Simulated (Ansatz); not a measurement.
The input, for Ansatz 0.2.0:

```yaml
crystal:
  periodic: [false, false, false]
  atoms:
    - {symbol: O, position_ang: [0.000000, 0.000000, 0.000000]}
    - {symbol: H, position_ang: [0.000000, 0.000000, 3.235000]}
basis:
  gaussian: {orbitals: aug-cc-pVDZ}
magnetization: {spin_polarized: true, initial_magnetization: 1}
correlation: {method: ccsdt, electrons: outside_noble_gas}
```

```sh
$ ansatz run in.yaml --threads 1 --pin off --events-out ev --progress --plain --max-ram 2393MiB
```

Roughly how long does this take on 1 thread of Arm Neoverse V1, shared host, and how much host memory?

6.5 s wall and 0.17 GiB.

```
480 factors; integrals over basis functions are off by at most 1.3e-7 eV
mean field evaluation 1: about -2037.6732 eV, gradient 2.0e1 eV
mean field evaluation 2: about -2037.6733 eV, gradient 2.0e1 eV
mean field evaluation 4: about -2045.5863 eV, gradient 1.1e1 eV
mean field evaluation 8: about -2048.9051 eV, gradient 4.1e-1 eV
mean field evaluation 16: about -2022.6449 eV, gradient 5.4e1 eV
mean field evaluation 32: about -2035.5998 eV, gradient 2.3e1 eV
mean field evaluation 64: about -2047.8967 eV, gradient 6.5e-4 eV
mean field evaluation 96: about -2048.8334 eV, gradient 2.7e0 eV
mean field evaluation 128: about -2048.9076 eV, gradient 3.6e-2 eV
mean field evaluation 160: about -2047.1425 eV, gradient 9.0e0 eV
...
cycle  37  -3.52764838 eV  change   -1.4e-6 eV  update   3.0e-6
cycle  38  -3.52765052 eV  change   -2.1e-6 eV  update   2.5e-6
cycle  39  -3.52765193 eV  change   -1.4e-6 eV  update   2.9e-6
cycle  40  -3.52765480 eV  change   -2.9e-6 eV  update   2.0e-6
cycle  41  -3.52765792 eV  change   -3.1e-6 eV  update   7.3e-6
cycle  42  -3.52765913 eV  change   -1.2e-6 eV  update   7.7e-6
cycle  43  -3.52766000 eV  change   -8.7e-7 eV  update   4.4e-6
cycle  44  -3.52766068 eV  change   -6.8e-7 eV  update   2.7e-6
cycle  45  -3.52766104 eV  change   -3.6e-7 eV  update   1.6e-6
cycle  46  -3.52766114 eV  change   -1.1e-7 eV  update   3.7e-7
Total energy: -2052.43544127 eV, -75.4256112759 hartree
```
